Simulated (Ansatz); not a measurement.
Cost and result for the atomization energy of `C=C(C)CCC` (18 atoms, 17 bonds).

```xyz
18

C    -0.514    2.050   -1.153
C     0.019    1.276   -0.212
C     1.303    1.633    0.468
C    -0.643    0.001    0.222
C     0.163   -1.258   -0.092
C    -0.564   -2.525    0.321
H    -0.036    2.972   -1.467
H    -1.448    1.788   -1.638
H     1.678    2.601    0.134
H     1.170    1.669    1.555
H     2.078    0.884    0.273
H    -1.625   -0.076   -0.254
H    -0.821    0.039    1.305
H     1.133   -1.213    0.414
H     0.378   -1.282   -1.166
H     0.021   -3.417    0.089
H    -1.525   -2.613   -0.195
H    -0.767   -2.530    1.396
```

Total charge 0; spin multiplicity 1. The geometry is a stationary point of PBE0-D4/def2-TZVP. It is one conformer, not always the lowest. Program: Ansatz. All runs use 2 threads of an AMD EPYC 7R13 on a shared host and a share of an NVIDIA H100 80 GB. Times are those of one run each, without the atoms' runs, and a repeat can differ threefold. Electronic energies, without spin–orbit coupling; frozen cores. CCSD(T)/CBS adds CCSD(T) − MP2 in def2-TZVPP to the MP2 limit, and its time is that of the two runs behind it. T1 = 0.009. B3LYP takes the VWN-RPA correlation (the form of Gaussian; ORCA's B3LYP/G).

CCSD(T)/CBS is a level of theory with its own doubt, some kJ/mol a heavy atom from the limit and from the frozen cores, so smaller differences don't rank the functionals.

| level | functions | wall time |
| --- | --- | --- |
| PBE0-D4/def2-TZVPP | 354 | 1.9 s |
| BLYP-D4/def2-TZVPP | 354 | 2.1 s |
| revPBE-D4/def2-TZVPP | 354 | 2.2 s |
| BHLYP-D4/def2-TZVPP | 354 | 2.3 s |
| CCSD(T)/def2-SVP | 144 | 2.3 s |
| r2SCAN-D4/def2-TZVPP (with forces) | 354 | 2.6 s |
| CAM-B3LYP-D4/def2-TZVPP | 354 | 2.9 s |
| B3LYP-D4/def2-TZVPP (with forces) | 354 | 3.1 s |
| B2PLYP/def2-TZVPP | 354 | 3.6 s |
| ωB97M-V/def2-TZVPP (with forces) | 354 | 4.2 s |
| MP2/def2-QZVPP | 702 | 6 s |
| CCSD(T)/def2-TZVPP | 354 | 13 s |
| CCSD(T)/CBS(def2) | – | 19 s |

Problem. What atomization energy does each give, and how far from CCSD(T)/CBS? (Estimate.)

Solution. The calculation gave: 
```csv
level,atomization (kJ/mol),difference from CCSD(T)/CBS,per bond
PBE0-D4/def2-TZVPP,7365.8,61.6,3.6
BLYP-D4/def2-TZVPP,7279.4,-24.8,-1.5
revPBE-D4/def2-TZVPP,7298.3,-5.9,-0.3
BHLYP-D4/def2-TZVPP,7161.5,-142.7,-8.4
CCSD(T)/def2-SVP,7053.4,-250.8,-14.8
r2SCAN-D4/def2-TZVPP (with forces),7324.8,20.6,1.2
CAM-B3LYP-D4/def2-TZVPP,7344.4,40.2,2.4
B3LYP-D4/def2-TZVPP (with forces),7320.1,15.9,0.9
B2PLYP/def2-TZVPP,7246.3,-57.9,-3.4
ωB97M-V/def2-TZVPP (with forces),7325.0,20.8,1.2
MP2/def2-QZVPP,7311.7,7.5,0.4
CCSD(T)/def2-TZVPP,7156.5,-147.7,-8.7
CCSD(T)/CBS(def2),7304.2,0.0,0.0
```

From r2SCAN to r2SCAN0 (25 % exact exchange), in def2-TZVPP and without D4, the atomization energy moves by −62.2 kJ/mol: exact exchange takes away binding that semilocal exchange gives to molecules. The D4 term adds +54.3 kJ/mol with B3LYP and +29.0 kJ/mol with PBE0; it sums over pairs of atoms, weighted by their polarisabilities, and B3LYP, whose exchange is more repulsive, gets the larger term. At CCSD(T), def2-SVP lies −250.8 kJ/mol from the extrapolated value and def2-TZVPP −147.7 kJ/mol: correlation converges slowly with the basis, and small sets miss more of it in the bonded molecule than in its fragments.
